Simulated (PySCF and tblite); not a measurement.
The numbers below are computed, except where a source is named.
Stationary points of C₄H₉N at GFN2-xTB, in Å:

Structure A

```
 1 C    -1.695   -0.399   -0.661
 2 C    -0.826    0.427    0.279
 3 N     0.539    0.432   -0.193
 4 C     1.398   -0.650    0.210
 5 C     1.588    0.713    0.751
 6 H    -1.364   -1.435   -0.668
 7 H    -2.734   -0.363   -0.343
 8 H    -1.618   -0.007   -1.671
 9 H    -1.171    1.465    0.289
10 H    -0.907    0.029    1.307
11 H     2.068   -1.023   -0.552
12 H     1.004   -1.410    0.878
13 H     1.323    0.890    1.789
14 H     2.393    1.331    0.379
```

Structure B

```
 1 C    -1.522   -0.549    0.074
 2 C    -0.822    0.807   -0.058
 3 N     0.619    0.854    0.044
 4 C     1.463   -0.185   -0.479
 5 C     1.350    0.045    0.979
 6 H    -1.325   -1.005    1.041
 7 H    -2.595   -0.401   -0.017
 8 H    -1.208   -1.235   -0.710
 9 H    -1.070    1.242   -1.032
10 H    -1.202    1.482    0.716
11 H     2.341    0.163   -1.008
12 H     1.024   -1.086   -0.891
13 H     0.832   -0.697    1.577
14 H     2.146    0.558    1.502
```

Structure C

```
 1 C    -1.568   -0.542   -0.443
 2 C    -0.838    0.727   -0.011
 3 N     0.600    0.737   -0.235
 4 C     1.373   -0.474   -0.345
 5 C     1.501    0.403    0.836
 6 H    -1.323   -1.384    0.203
 7 H    -2.641   -0.377   -0.386
 8 H    -1.308   -0.796   -1.468
 9 H    -1.234    1.572   -0.587
10 H    -1.048    0.923    1.048
11 H     2.138   -0.452   -1.110
12 H     0.899   -1.440   -0.219
13 H     1.088    0.053    1.778
14 H     2.362    1.050    0.939
```

Level: B3LYP/pcSseg-1 + D3(BJ) on GFN2-xTB stationary points, with GFN2-xTB thermal terms.

Q: Which structure is a saddle point, and along which motion?

A: C: one imaginary mode (110i cm⁻¹ at GFN2-xTB, mostly on C5, C1, C2), along the rotation about the C2–N3 bond (torsion C1–C2–N3–C4 from -86° to 36°, rising).

Q: Give their symmetry and energies above the lowest.

A: A C1, 0.0 kcal/mol; B Cs, 3.1 kcal/mol; C C1, 5.6 kcal/mol.
